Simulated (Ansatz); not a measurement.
**Other spins and charges of BGe, doublet at one geometry**

Geometry (PBE0/def2-TZVP stationary point for this spin):

```xyz
2

Ge    0.0000    0.0000    0.0000
B     0.0000    0.0000    1.9875
```

Basis cc-pVDZ; Ansatz 0.2.0. Only valence electrons are correlated (noble-gas cores and the filled d shells of p-block atoms frozen). Prefix R: restricted or restricted open-shell reference. Active spaces: valence = (7e, 8o) chosen from the atoms' valence shells. No spin–orbit coupling is included, and no scalar relativity.

Gaps are energies of the second state less the first, at fixed atoms, for a selection of the levels run; each method lands on the state that its own search finds for that charge and spin.

Coupled cluster chose its determinant by trial CCSD, here up to 0.80 eV above the lowest Hartree–Fock solution of its kind.

Removing an electron, to the singlet: 8.346 eV at full CI (doublet B1, singlet ion A1, in C2v).

Large singles or doubles amplitudes warn of static correlation in the BGe doublet.

By full CI's occupations no single determinant describes the singlet well.

| level | gap (eV) | error (meV) |
| --- | --- | --- |
| RCCSDT | 8.406 | 60 |
| RCCSDT(Q) | 8.381 | 35 |
| CASSCF (valence space) | 7.812 | -534 |
| NEVPT2 (valence space) | 8.203 | -143 |
| MRCISD (valence space) | 8.281 | -65 |
| MRCISD+Q (valence space) | 8.325 | -21 |

Quartet less doublet: -0.827 eV at full CI (doublet B1, quartet A2, in C2v).

Large singles or doubles amplitudes warn of static correlation in the BGe doublet.

```csv
level,gap (eV),error (meV)
RCCSD,-1.037,-210
RCCSD(T),-0.859,-32
BCCD(T),-0.863,-36
RCCSDT,-0.859,-32
RCCSDT(Q),-0.832,-5
CASSCF (valence space),-0.779,48
NEVPT2 (valence space),-0.807,20
MRCISD (valence space),-0.828,-1
MRCISD+Q (valence space),-0.834,-7
```

Removing an electron, to the triplet: 7.789 eV at full CI (doublet B1, triplet ion A2, in C2v).

Large singles or doubles amplitudes warn of static correlation in the BGe doublet and the BGe⁺ triplet.

```
    level  gap (eV)  error (meV)
    RCCSD     7.646         -143
 RCCSD(T)     7.771          -18
  BCCD(T)     7.777          -12
   RCCSDT     7.760          -29
RCCSDT(Q)     7.781           -8
```

Full CI is exact within this basis and frozen core; it isn't the basis-set limit.
